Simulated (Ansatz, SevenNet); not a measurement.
Elastic constant C12 (GPa) of solids drawn from the class of oxides, at two levels: the machine-learned potential SevenNet-0 (trained on PBE and PBE+U data), and r²SCAN in Ansatz (PAW).

```tsv
solid	SevenNet-0	r²SCAN	shift (%)
rock-salt CaO	58.6	59.5	+1.5
A-type hexagonal La2O3	115	127	+10.4
rock-salt MgO	83.7	94.6	+13.0
corundum Ga2O3 (metastable phase)	171	187	+9.4
rutile TiO2	169	198	+17.2
cubic perovskite BaZrO3	85.6	85.5	-0.1
rock-salt SrO	49.6	48.8	-1.6
stishovite (SiO2)	222	203	-8.6
cubic perovskite KTaO3	75.1	82.8	+10.3
anatase TiO2 (metastable phase)	155	159	+2.6
```

The shifts run from -8.6 % to +17.2 %, with a median of +6.0 %.

Over all 10 rows r²SCAN is the larger in 7.

Ansatz's runs of these crystals have no spin polarisation.

Spin–orbit coupling is left out, also for the solids with elements from indium on (A-type hexagonal La2O3, cubic perovskite BaZrO3, cubic perovskite KTaO3); its size isn't shown.

Each level is taken at its own relaxed cell. Ansatz's density-functional and Hartree–Fock values are scalar-relativistic unless marked +SOC, with PAW data made under PBE.

Ansatz is a quantum-chemistry and plane-wave program.
